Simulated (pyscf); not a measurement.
PySCF, gas phase, ωB97X-D3(BJ)/def2-SVP geometries.

Task: For the elementary gas-phase step `[OH][TiH]([F])[F]` + `[FH]` → `[OH][Ti]([F])([F])[F]` + `[H][H]` (singlet surface; H–Ti, F–H broken, F–Ti, H–H formed), what barrier and reaction energy does ωB97M-D3(BJ)/def2-TZVP give, measured from the separated reactants?

Result: ΔE‡ = -0.3 kJ/mol, ΔE = -173.9 kJ/mol. Zero-point energy shifts the barrier by +3.1 kJ/mol. It is a four-centre exchange, with an imaginary mode of 628i cm⁻¹. On the reactant side the descent ends in an adduct with a F–Ti contact, 20.1 kJ/mol under the separated species and 12.9 kJ/mol under the saddle at ωB97X-D3(BJ)/def2-TZVP. What is counted as formed (F–Ti) is already present as a longer contact in the reactant adduct; forming that adduct is a step of its own. One saddle was located; it need not be the lowest between these sides.
